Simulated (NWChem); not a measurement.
Everything below was run with NWChem. System: H2O, charge 0, spin multiplicity 1, displaced from the optimised geometry. Level: MP2/cc-pVDZ, 1 core orbitals frozen, spin-restricted.

Part of the output:

```
             Northwest Computational Chemistry Package (NWChem) 7.3.0
             --------------------------------------------------------

                                NWChem Input Module
                                -------------------

 Scaling coordinates for geometry "geometry" by  1.889725989
 (inverse scale =  0.529177249)

                             Geometry "geometry" -> ""
                             -------------------------

 Output coordinates in angstroms (scale by  1.889725989 to convert to a.u.)

  No.       Tag          Charge          X              Y              Z
 ---- ---------------- ---------- -------------- -------------- --------------
    1 O                    8.0000     0.00000000     0.00000000     0.12262300
    2 H                    1.0000     0.94711100     0.00000000    -0.64377300
    3 H                    1.0000    -0.75768800     0.00000000    -0.49049300

 Effective nuclear repulsion energy (a.u.)       8.1272551560

            Nuclear Dipole moment (a.u.)
            ----------------------------
        X                 Y               Z
 ---------------- ---------------- ----------------
     0.3579575659     0.0000000000    -0.2896609790


 Summary of "ao basis" -> "" (spherical)
 ------------------------------------------------------------------------------
       Tag                 Description            Shells   Functions and Types
 ---------------- ------------------------------  ------  ---------------------
 *                          cc-pvdz                   on all atoms

 Summary of "ao basis" -> "ao basis" (spherical)
 ------------------------------------------------------------------------------
       Tag                 Description            Shells   Functions and Types
 ---------------- ------------------------------  ------  ---------------------
 O                          cc-pvdz                  6       14   3s2p1d
 H                          cc-pvdz                  3        5   2s1p

                                 NWChem SCF Module
                                 -----------------

  ao basis        = "ao basis"
  functions       =    24
  atoms           =     3
  closed shells   =     5
  open shells     =     0
  charge          =   0.00
  wavefunction    = RHF
  use symmetry    = F
  symmetry adapt  = F

 Summary of "ao basis" -> "ao basis" (spherical)
 ------------------------------------------------------------------------------
       Tag                 Description            Shells   Functions and Types
 ---------------- ------------------------------  ------  ---------------------
 O                          cc-pvdz                  6       14   3s2p1d
 H                          cc-pvdz                  3        5   2s1p

 Forming initial guess at       0.0s

      Superposition of Atomic Density Guess
      -------------------------------------

 Sum of atomic energies:         -75.76222910

      Non-variational initial energy
      ------------------------------

 Total energy =     -75.686103
 1-e energy   =    -119.965067
 2-e energy   =      36.151709
 HOMO         =      -0.437564
 LUMO         =       0.027884

 Starting SCF solution at       0.1s

 ----------------------------------------------
         Quadratically convergent ROHF

 Convergence threshold     :          1.000E-07
 Maximum no. of iterations :          100
 Final Fock-matrix accuracy:          1.000E-09
 ----------------------------------------------

              iter       energy          gnorm     gmax       time
             ----- ------------------- --------- --------- --------
                 1      -75.9341909888  8.73D-01  2.83D-01      0.1
                 2      -75.9756490807  2.14D-01  1.06D-01      0.1
                 3      -75.9792414102  5.62D-02  2.49D-02      0.1
                 4      -75.9795874130  2.09D-03  8.20D-04      0.1
                 5      -75.9795879477  1.43D-06  7.29D-07      0.1
                 6      -75.9795879477  1.70D-09  6.41D-10      0.2

       Final RHF  results
       ------------------

         Total SCF energy =    -75.979587947737
      One-electron energy =   -121.150294659246
      Two-electron energy =     37.043451555464
[...]
   11    1.1799
   12    1.2941
   13    1.4609
   14    1.4700
   15    1.6494

                       ROHF Final Molecular Orbital Analysis
                       -------------------------------------

 Vector    3  Occ=2.000000D+00  E=-6.389275D-01
              MO Center=  1.7D-02, -9.2D-18, -7.8D-02, r^2= 8.5D-01
   Bfn.  Coefficient  Atom+Function         Bfn.  Coefficient  Atom+Function
  ----- ------------  ---------------      ----- ------------  ---------------
     4      0.458460  1 O  px                20     -0.362637  3 H  s
     7      0.246875  1 O  px                15      0.211069  2 H  s
     3      0.183996  1 O  s                  6      0.174167  1 O  pz

 Vector    4  Occ=2.000000D+00  E=-5.385323D-01
              MO Center=  1.4D-01,  3.4D-17,  2.6D-02, r^2= 8.7D-01
   Bfn.  Coefficient  Atom+Function         Bfn.  Coefficient  Atom+Function
  ----- ------------  ---------------      ----- ------------  ---------------
     6      0.499225  1 O  pz                 9      0.360453  1 O  pz
    15     -0.279373  2 H  s                  3      0.265202  1 O  s

 Vector    5  Occ=2.000000D+00  E=-4.893320D-01
              MO Center= -5.9D-03, -5.2D-17,  1.0D-01, r^2= 5.9D-01
   Bfn.  Coefficient  Atom+Function         Bfn.  Coefficient  Atom+Function
  ----- ------------  ---------------      ----- ------------  ---------------
     5      0.637769  1 O  py                 8      0.497018  1 O  py

 Vector    6  Occ=0.000000D+00  E= 1.461276D-01
              MO Center=  5.9D-01,  5.6D-18, -6.3D-01, r^2= 2.5D+00
   Bfn.  Coefficient  Atom+Function         Bfn.  Coefficient  Atom+Function
  ----- ------------  ---------------      ----- ------------  ---------------
    16      0.946788  2 H  s                  3     -0.736857  1 O  s
    21      0.414516  3 H  s                  9      0.368053  1 O  pz
     6      0.243254  1 O  pz                 7     -0.222294  1 O  px
    15      0.159462  2 H  s

 Vector    7  Occ=0.000000D+00  E= 2.357343D-01
              MO Center= -6.3D-01,  7.4D-18, -6.3D-01, r^2= 3.0D+00
   Bfn.  Coefficient  Atom+Function         Bfn.  Coefficient  Atom+Function
  ----- ------------  ---------------      ----- ------------  ---------------
    21      1.506435  3 H  s                 16     -0.824884  2 H  s
     7      0.598926  1 O  px                 3     -0.469094  1 O  s
     4      0.293685  1 O  px

 Vector    8  Occ=0.000000D+00  E= 6.645204D-01
              MO Center=  9.0D-01,  6.6D-17, -5.7D-01, r^2= 1.7D+00
   Bfn.  Coefficient  Atom+Function         Bfn.  Coefficient  Atom+Function
  ----- ------------  ---------------      ----- ------------  ---------------
    15      1.257725  2 H  s                 16     -1.215568  2 H  s
    21      0.351008  3 H  s                  3      0.272250  1 O  s
    20     -0.272217  3 H  s                  4     -0.212048  1 O  px
     6      0.165660  1 O  pz

 center of mass
 --------------
 x =   0.02003039 y =   0.00000000 z =   0.08584841

 moments of inertia (a.u.)
 ------------------
           3.083572542663           0.000000000000           0.887836133241
           0.000000000000           8.370884169603           0.000000000000
           0.887836133241           0.000000000000           5.287311626940

  Mulliken analysis of the total density
  --------------------------------------

    Atom       Charge   Shell Charges
 -----------   ------   -------------------------------------------------------
    1 O    8     8.41   2.00  0.85  0.92  2.72  1.91  0.01
    2 H    1     0.76   0.54  0.18  0.05
    3 H    1     0.82   0.67  0.07  0.08

       Multipole analysis of the density wrt the origin
       ------------------------------------------------

     L   x y z        total         open         nuclear
     -   - - -        -----         ----         -------
     0   0 0 0     -0.000000      0.000000     10.000000

     1   1 0 0      0.037186      0.000000      0.357958
     1   0 1 0      0.000000      0.000000      0.000000
     1   0 0 1     -0.863774      0.000000     -0.289661

     2   2 0 0     -2.931646      0.000000      5.253430
     2   1 1 0     -0.000000      0.000000      0.000000
     2   1 0 1     -0.281614      0.000000     -0.850213
     2   0 2 0     -5.451704      0.000000      0.000000
     2   0 1 1     -0.000000      0.000000      0.000000
     2   0 0 2     -4.283940      0.000000      2.768711

                   NWChem MP2 Semi-direct Energy/Gradient Module
                   ---------------------------------------------

  Basis functions       =     24
  Molecular orbitals    =     24
  Frozen core           =      1
  Frozen virtuals       =      0
  Active alpha occupied =      4
  Active beta occupied  =      4
  Active alpha virtual  =     19
  Active beta virtual   =     19
  Use MO symmetry       = F
  Use skeleton AO sym   = F

  AO/Fock/Back tols     =   1.0D-09  1.0D-09  1.0D-09

 GA uses MA = F    GA memory limited = T

 Available:
  local mem=  1.15D+08
 global mem=  1.31D+08
 local disk=  0.00D+00
  mp2_memr nvloc                    19
  nvloc new                    19
   1 passes of   4:        2097152                       3113                     78547.
   1 passes of   4: M    114686267           G      131070848           F     112589115.

 Semi-direct pass number   1 of   1  for RHF alpha+beta  at        0.2s
  vrange nnbf                   300
  mp2_eaftype                    10  avail_ma_in_mb                   999
 EAF : mp2_eaftype filesize          10      39273.
  mp2_eaf for mointskh                     10
Node 0 wrote      0.2 Mb in      0.0 s     Agg I/O rate:   841.5 Mb/s
 Done moints_semi at        0.3s
  mp2_eaftype                    10  avail_ma_in_mb                   989
 EAF : mp2_eaftype filesize          10      39273.
  mp2_eaf for kh                    10
 Done maket at        0.3s
 Done multipass loop at        0.3s

          -------------------------------------------
          SCF energy                 -75.979587947737
          Correlation energy          -0.211784738150
          Singlet pairs               -0.133667730337
          Triplet pairs               -0.078117007812
          Total MP2 energy           -76.191372685887
          -------------------------------------------

          ---------------------------------------------------
                    Spin Component Scaled (SCS) MP2
          Same spin pairs                     -0.052078005208
          Same spin scaling factor             0.333333333333
          Opposite spin pairs                 -0.159706732942
          Opposite spin scaling fact.          1.200000000000
          SCS-MP2 correlation energy          -0.209007414599
          Total SCS-MP2 energy               -76.188595362336
          ---------------------------------------------------

 -----------------------
 Performance information
 -----------------------

 Timer overhead =  1.90D-07 seconds/call

               Nr. of calls         CPU time (s)                 Wall time (s)                GFlops
             ---------------    -------------------     ------------------------------   -------------------
Name         Min   Avg   Max    Min     Avg     Max     Min     Avg     Max   Mx/calls   Min     Max     Sum
mp2: moin     1     1     1   9.17E-2 9.17E-2 9.17E-2  9.17E-2 9.17E-2 9.17E-2 9.17E-2   0.0     0.0     0.0
mp2: make     1     1     1   7.25E-3 7.25E-3 7.25E-3  7.25E-3 7.25E-3 7.25E-3 7.25E-3   0.0     0.0     0.0
mp2: tota     1     1     1   0.12    0.12    0.12     0.12    0.12    0.12    0.12      0.0     0.0     0.0

 The average no. of pstat calls per process was 3.00D+00
 with a timing overhead of 5.70D-07s

 Task  times  cpu:        0.2s     wall:        0.2s

 Total times  cpu:        0.3s     wall:        0.3s
```

**Question.** Write an NWChem input that would produce this output.

**Answer.** This is not unique; one that fits is 
```
start mol
memory heap 200 mb stack 800 mb global 1000 mb
geometry units angstroms nocenter noautoz noautosym
  O      0.000000     0.000000     0.122623
  H      0.947111     0.000000    -0.643773
  H     -0.757688     0.000000    -0.490493
end
basis spherical
  * library cc-pvdz
end
scf
  rhf
  nopen 0
  maxiter 100
  thresh 1e-7
  semidirect memsize 60000000 filesize 0
end
mp2
  freeze core 1
end
task mp2 energy
```
